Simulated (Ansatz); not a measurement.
`B1CO1`, charge 0, multiplicity 1.

Task: Give a relaxed structure at PBE0-D4/def2-TZVP (Ansatz 0.2.0). (Best estimate.)

Result: Ansatz gave: 
```xyz
6

B     0.273   -0.494   -0.661
C    -0.332    0.417    0.380
O     0.886   -0.448    0.515
H     0.416   -1.051   -1.695
H    -1.143    0.099    1.030
H    -0.099    1.476    0.432
```
Point group Cs.
